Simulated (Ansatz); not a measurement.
Basis-set extrapolation for C$_{2}$H$_{5}$NO, SMILES `CC(N)=O` (PBE0-D4/def2-TZVP geometry, frozen core, Ansatz). Multiplicity 1, RHF reference.

```json
{"": "HF", "def2-TZVPP": "-208.069122", "def2-QZVPP": "-208.078925"}
{"": "MP2 correlation", "def2-TZVPP": "-0.773195", "def2-QZVPP": "-0.828682"}
{"": "CCSD(T) correlation", "def2-TZVPP": "-0.827501", "def2-QZVPP": "not run"}
```

Energies in hartree. Use E(X) = E(∞) + A·exp(−7.88·√X) for Hartree–Fock and E(X) = E(∞) + B·X^(−2.97) for correlation, with X = 3 and 4, and add CCSD(T) minus MP2 of the smaller set to the MP2 limit.

What is the CCSD(T) energy at the basis-set limit?

HF limit: -208.078925 + (-0.009803) × 0.13774 = -208.08028. MP2 limit: -0.828682 + (-0.055487) × 0.74074 = -0.86978. Higher-order term: -0.827501 − (-0.773195) = -0.05431. Total: -209.00437 hartree, 282.9 kJ/mol below CCSD(T)/def2-TZVPP.
